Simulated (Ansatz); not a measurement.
For grey tin (α-Sn), r²SCAN in Ansatz (PAW) gives:

- lattice parameter a = 6.566 Å
- bulk modulus = 42.9 GPa
- cohesive energy = 3.26 eV/atom

Question: What does HSE06 in Ansatz (PAW) give for the same quantities?

Answer: 
- lattice constant a: 6.556 Å (falls by 0.2 %)
- bulk modulus: 43.7 GPa (increases by 1.9 %)
- cohesive energy: 3.16 eV/atom (falls by 0.10 eV/atom)

For comparison: lattice constant a 6.477 Å (measured, static lattice: zero-point anharmonic expansion removed; as tabulated in Mejia-Rodriguez and Trickey (2018), arXiv:1807.09216); bulk modulus 42.8 GPa (measured, 0 K value with the zero-point phonon effect removed; as tabulated in Mejia-Rodriguez and Trickey (2018), arXiv:1807.09216).

Changes are worked out from the printed values.

Unless a cell is named, each level is at its own relaxed cell (r²SCAN 35.38, HSE06 35.22 Å³/atom).

Levels without +SOC leave out spin–orbit coupling, which shifts energies and cells of such heavy elements.

Ansatz's density-functional and Hartree–Fock values are scalar-relativistic unless marked +SOC, with PAW data made under PBE.

Ansatz is an electronic-structure program.
